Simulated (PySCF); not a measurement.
# [PO2]+: a search over shapes

Which structure of [PO2]+ lies lowest? The starts are linear and bent; the spin state tried: singlet. Each end point is tested by its vibrations.

Program: PySCF 2.14.0. Level of theory: BP86, basis P def2-TZVP, O def2-TZVP, no relativity, density fitting. These are calculated values, not measurements.

### Step 1. The starting structure

3 atoms, charge 1, spin multiplicity 1.

Bond lengths: P1–O2 1.558 Å, P1–O3 1.558 Å. Angles: O2–P1–O3 180.0°.

```xyz
3
charge 1 multiplicity 1
P     0.0000    0.0000    0.0000
O     0.0000    0.0000    1.5582
O     0.0000    0.0000   -1.5582
```

### Step 2. The SCF at the typed geometry

One driver script runs all steps and calls PySCF; scf.py shows how it sets up the SCF of each step. The optimiser is the driver's own. The state is first sought with PBE. After this first run the driver tries any further starts and a stability analysis.

scf.py reads:

```python
from pyscf import gto, scf, dft
mol = gto.M(atom='''
P      0.000000     0.000000     0.000000
O      0.000000     0.000000     1.558200
O      0.000000     0.000000    -1.558200''',
    basis={'P': 'def2-TZVP', 'O': 'def2-TZVP'},
    charge=1, spin=0)
mf = dft.RKS(mol, xc='PBE')
mf.grids.atom_grid = (50, 194)
aux = {'P': 'def2-universal-JKFIT', 'O': 'def2-universal-JKFIT'}
mf = mf.density_fit(auxbasis=aux)
mf.conv_tol = 1e-08
mf.diis_space = 10
mf.max_cycle = 60
mf.init_guess = 'minao'
mf.verbose = 4
mf.kernel()
```

Started as:

```sh
$ OMP_NUM_THREADS=2 python axn.py task.json out
```

The runs that follow: Relaxing the singlet from the linear start; Is it a minimum? Harmonic modes; Relaxation: bent start, singlet.

What does the calculation give? Wanted: lowest minimum; geometry; wavenumbers; dipole moment; highest occupied, lowest empty level; polar-tensor charge of P1; zero-point energy.

**Answer**, as computed:

```
                            quantity                             value
                      lowest minimum                      singlet, D∞h
                            geometry    P–O 1.454 Å (×2); O–P–O 180.0°
                  wavenumbers (cm⁻¹)  271 (πu), 1061 (σg+), 1526 (σu+)
      dipole moment (centre of mass)                            0.00 D
highest occupied, lowest empty level                 -17.76, -13.87 eV
           polar-tensor charge of P1                           +1.19 e
                   zero-point energy                       18.7 kJ/mol
                 entropy at 298.15 K                   232.6 J/(mol K)
```

The lowest minimum found is the singlet of D∞h symmetry. The strongest infrared band lies at 271 cm⁻¹ (πu, bend). A search over typed starts can miss a lower isomer.
